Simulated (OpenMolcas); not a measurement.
# One shape, several levels: CH3NS (thioformamide)

Wanted: a comparison of 6 runs (HF/3-21G, B3LYP/6-31G*, BHLYP/aug-cc-pVDZ, BLYP/aug-cc-pVDZ, SVWN5/aug-cc-pVDZ, CCSD(T)/aug-cc-pVDZ) of CH3NS (thioformamide). 

The calculation is run with OpenMolcas 26.06.

## Step 1: The structure to begin with

The species is CH3NS (6 atoms), meant as a singlet with charge 0. SMILES: `NC=S`. Geometry: relaxed at PBE0-D4/def2-TZVP. This is one conformer, not always the lowest.

Bond lengths: N1–C2 1.334 Å, C2–S3 1.630 Å, N1–H4 1.007 Å, N1–H5 1.005 Å, C2–H6 1.092 Å. Angles: N1–C2–S3 126.0°, N1–C2–H6 112.7°, S3–C2–H6 121.3°, C2–N1–H4 119.2°, C2–N1–H5 121.6°, H4–N1–H5 119.2°.

## Step 2: Energy and forces at HF/3-21G (run 1)

File input.xyz:

```xyz
6

N     -0.636300    -0.048520    -0.353380
C      0.513110     0.141070     0.297200
S      1.569440    -1.020450     0.735440
H     -0.905950    -0.983900    -0.612500
H     -1.239950     0.718840    -0.591650
H      0.699650     1.192950     0.524900
```

File job.inp:

```
&GATEWAY
BASLIB = $CurrDir
COORD = input.xyz
BASIS = 3-21G
GROUP = NoSym
&SEWARD
&SCF
THRESHOLDS = 1e-10 1e-07 1e-07 1e-05
PRORBITALS = 1 1
&ALASKA
```

The basis set 3-21G is read from a file made from the Basis Set Exchange's data (not shown).

Started as:

```console
$ export MOLCAS_MEM=1860
$ pymolcas job.inp > job.log
```

Log:

```text
--- Start Module: gateway ---
[...]
--- Stop Module: gateway /rc=_RC_ALL_IS_WELL_ ---
[...]
      Basis functions           37
[...]
--- Start Module: scf ---
[...]
       Convergence after  14 Iterations
[...]
::    Total SCF energy                               -489.0977578945
[...]
      Total spin, S                                     0.0000000000
[...]
      Total electronic charge=   32.000000
      Total            charge=   -0.000000
[...]
      Dipole Moment (debye):
      Origin of the operator (angstrom)=    0.7536   -0.5029    0.3516
                   X= -4.0549E+00               Y=  2.6997E+00               Z= -1.8929E+00           Total=  5.2262E+00
      Quadrupole Moment (debye*angstrom):
[...]
--- Stop Module: scf /rc=_RC_ALL_IS_WELL_ ---
--- Start Module: alaska ---
[...]
 *              Molecular gradients               *
 **************************************************
  Irreducible representation: a
 ------------------------------------------------------------------------------------------
                              X                       Y                       Z
 ------------------------------------------------------------------------------------------
  N1               -2.56601663453448E-03   -3.45914918012058E-04   -1.43249770855025E-03
  C2                3.37740453313997E-02   -3.99318507637707E-02    1.36678367679793E-02
  S3               -2.86631232335939E-02    3.00157385801452E-02   -1.20712228029660E-02
  H4               -3.68198684534304E-04   -7.05650971444838E-03   -1.04366958806823E-03
  H5               -3.32128560523248E-03    6.11972420660045E-03   -1.09060312714027E-03
  H6                1.14457882650876E-03    1.11988126094746E-02    1.97015645875209E-03
 ------------------------------------------------------------------------------------------
--- Stop Module: alaska /rc=_RC_ALL_IS_WELL_ ---
[...]
```

Wall time 2.2 s (1 thread of Arm Neoverse V1, shared host); peak memory 0.37 GiB.

## Step 3: Energy and forces at B3LYP/6-31G(d) (Cartesian functions) (run 2)

File test.input:

```
&gateway
  baslib = $CurrDir
  coord
  6
  angstrom
  N       -0.636300      -0.048520      -0.353380
  C        0.513110       0.141070       0.297200
  S        1.569440      -1.020450       0.735440
  H       -0.905950      -0.983900      -0.612500
  H       -1.239950       0.718840      -0.591650
  H        0.699650       1.192950       0.524900
  basis = 6-31Gs
  group = NoSym

&seward
  gridinput
  Grid=UltraFine
  End of Grid

&scf
  ksdft = B3LYP
  thresholds = 1e-10 1e-07 1e-07 1e-05
  prorbitals = 0

&alaska
```

The basis set 6-31G* is read from a file made from the Basis Set Exchange's data (not shown).

Started as:

```console
$ export MOLCAS_MEM=1860
$ pymolcas test.input > test.log
```

Log:

```text
--- Start Module: gateway ---
[...]
--- Stop Module: gateway /rc=_RC_ALL_IS_WELL_ ---
[...]
      Basis functions           55
[...]
--- Start Module: scf ---
[...]
       Convergence after  15 Iterations
[...]
::    Total KS-DFT energy                            -492.8469322668
[...]
      Total spin, S                                     0.0000000000
[...]
      Total electronic charge=   32.000000
      Total            charge=   -0.000000
[...]
      Dipole Moment (debye):
      Origin of the operator (angstrom)=    0.7536   -0.5029    0.3516
                   X= -3.7141E+00               Y=  2.1449E+00               Z= -1.7730E+00           Total=  4.6410E+00
      Quadrupole Moment (debye*angstrom):
[...]
--- Stop Module: scf /rc=_RC_ALL_IS_WELL_ ---
[...]
--- Start Module: alaska ---
[...]
 *              Molecular gradients               *
 **************************************************
  Irreducible representation: a
 ------------------------------------------------------------------------------------------
                              X                       Y                       Z
 ------------------------------------------------------------------------------------------
  N1                4.06594203454169E-03   -2.68815476809237E-04    2.18916323074048E-03
  C2               -1.55577906865823E-04   -9.84311715998665E-03   -1.26590089848878E-03
  S3               -1.05178147756160E-02    1.11756949345097E-02   -4.41077353209085E-03
  H4                2.12945575864731E-03    3.99510760167798E-03    1.64379309356577E-03
  H5                3.94143768954036E-03   -3.29480891424971E-03    1.75742245110944E-03
  H6                5.36557199784182E-04   -1.76406098511706E-03    8.62956551463956E-05
 ------------------------------------------------------------------------------------------
--- Stop Module: alaska /rc=_RC_ALL_IS_WELL_ ---
[...]
```

Wall time 16 s (1 thread of Arm Neoverse V1, shared host); peak memory 0.39 GiB.

Runs 3 to 5 aren't shown in full; the table further down has their settings and results.

## Step 4: A single-point energy at CCSD(T)/aug-cc-pVDZ (Cholesky decomposition) (run 6)

File test.input:

```
>>> EXPORT MOLCAS_PRINT=2

&gateway
  baslib=$CurrDir
  coord
  6
  angstrom
  N       -0.636300      -0.048520      -0.353380
  C        0.513110       0.141070       0.297200
  S        1.569440      -1.020450       0.735440
  H       -0.905950      -0.983900      -0.612500
  H       -1.239950       0.718840      -0.591650
  H        0.699650       1.192950       0.524900
  basis=aug-cc-pVDZ
  group=NoSym

&seward
  high

&scf
  thresholds=1e-10 1e-07 1e-07 1e-05
  prorbitals=1 2

&chcc
  frozen=7
  threshold=1e-08
  maxiterations=80

&cht3
  frozen=7
```

The basis set aug-cc-pVDZ is read from a file made from the Basis Set Exchange's data (not shown).

Started as:

```console
$ export MOLCAS_MEM=1860
$ pymolcas test.input > test.log
```

Log:

```text
--- Start Module: gateway ---
[...]
--- Stop Module: gateway /rc=_RC_ALL_IS_WELL_ ---
[...]
      Basis functions          100
[...]
       Convergence after  14 Iterations
[...]
::    Total SCF energy                               -491.6078767658
[...]
      Total spin, S                                     0.0000000000
[...]
      Total electronic charge=   32.000000
      Total            charge=   -0.000000
[...]
      Dipole Moment (debye):
      Origin of the operator (angstrom)=    0.7536   -0.5029    0.3516
                   X= -3.7892E+00               Y=  2.4517E+00               Z= -1.7773E+00           Total=  4.8505E+00
      Quadrupole Moment (debye*angstrom):
[...]
--- Start Module: chcc ---
[...]
--- Stop Module: chcc /rc=_RC_ALL_IS_WELL_ ---
[...]
--- Start Module: cht3 ---
[...]
--- Stop Module: cht3 /rc=_RC_ALL_IS_WELL_ ---
[...]
```

It took 3.4 min on 1 thread of Arm Neoverse V1, shared host; peak memory 0.14 GiB.

## Step 5: All runs side by side

| run | level | Cartesian functions | integration grid | integral approximation | energy (Eh) | dipole moment (D) of the reference | HOMO energy (eV) | LUMO energy (eV) | wall time |
| --- | --- | --- | --- | --- | --- | --- | --- | --- | --- |
| 1 | HF/3-21G | no | – | none | -489.097758 | 5.23 | -8.93 | 3.17 | 2.2 s |
| 2 | B3LYP/6-31G* (Cartesian functions) | yes | UltraFine | none | -492.846932 | 4.64 | -5.79 | -0.85 | 16 s |
| 3 | BHLYP/aug-cc-pVDZ | no | UltraFine | none | -492.807399 | 4.53 | -7.36 | -0.18 | 42 s |
| 4 | BLYP/aug-cc-pVDZ | no | UltraFine | none | -492.834105 | 4.25 | -4.99 | -1.90 | 48 s |
| 5 | SVWN5/aug-cc-pVDZ | no | UltraFine | none | -490.688729 | 4.30 | -5.24 | -2.20 | 34 s |
| 6 | CCSD(T)/aug-cc-pVDZ (Cholesky decomposition) | no | – | CD high | -492.110346 | 4.85 | -9.03 | 0.63 | 3.4 min |

## Step 6: Outcome

| quantity | value |
| --- | --- |
| run 6: total energy | -492.11035 Eh |
| run 6: dipole moment (mean-field density) | 4.85 D |
| run 6: HOMO energy (Hartree–Fock orbitals) | -9.03 eV |
| run 6: LUMO energy (Hartree–Fock orbitals) | 0.63 eV |
| run 6: HOMO–LUMO gap (Hartree–Fock orbitals) | 9.66 eV |
| run 6: correlation energy (7 core orbitals frozen) | -502.5 mEh |
| run 6: (T) correction | -19.92 mEh |

What this shows: Over runs 1, 2, 3, 4, 5 the dipole moment (its size) runs from 4.25 D (BLYP/aug-cc-pVDZ) to 5.23 D (HF/3-21G). The two ends differ in method and basis. Over runs 1, 2, 3, 4, 5 the HOMO–LUMO gap runs from 3.04 eV (SVWN5/aug-cc-pVDZ) to 12.10 eV (HF/3-21G). Totals of different functionals can't be ranked against each other. All runs together took 5.7 min, the longest 3.4 min.
